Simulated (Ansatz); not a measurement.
# BHF+ (triplet): the correlation ladder, def2-QZVPP

An exercise on one series of results from a longer session: the logs are not shown, and one member is left open.

Program: Ansatz 0.2.0, Gaussian basis. Level of theory: def2-QZVPP, core rule «outside noble gas», up to 2 orbitals frozen. These are calculated values, not measurements.

To be run: UHF; ROHF; CCSD(T) on UHF.

2 further runs of the same task are left out: 2 set aside as unsound or not needed.

### The system

The geometry is a PBE0/def2-TZVP stationary point (not a proven minimum) of the parent state, kept for this charge and spin.

3 atoms, charge 1, spin multiplicity 3.

Atoms are counted from 1 here; the program's logs count them from 0.

Bond lengths: B1–F2 1.301 Å, B1–H3 1.206 Å. Angles: F2–B1–H3 121.0°.

The first run:

Contents of in.yaml:

```yaml
crystal:
  periodic: [false, false, false]
  atoms:
    - {symbol: B, position_ang: [0.000000, -0.193343, 0.758138]}
    - {symbol: F, position_ang: [0.000000, 0.073312, -0.515115]}
    - {symbol: H, position_ang: [0.000000, 0.691921, 1.577603]}
basis:
  gaussian: {orbitals: "def2-QZVPP.json"}
total_charge: 1
magnetization: {spin_polarized: true, initial_magnetization: 2}
hamiltonian: {xc: hf}
output: {orbitals: {seedname: orbitals}}
```

Command:

```sh
ansatz run in.yaml --threads 1 --pin off --events-out ev --progress --plain --max-ram 2393MiB
```

Steps of the session up to this table: UHF; ROHF; CCSD(T) on UHF.

One table of the session follows, with a row left open; its other results are not shown here.

```
  method  from UCCSD(T) (kJ/mol)
    ROHF                  +903.6
     UHF                  +898.7
    UMP2                       ?
   UCCSD                   +35.6
UCCSD(T)                       0
```

Estimate the missing values for UMP2.

**Answer.** from UCCSD(T) (kJ/mol): +44.3. In the column «from UCCSD(T) (kJ/mol)» it lies between UCCSD (+35.6) and UHF (+898.7).
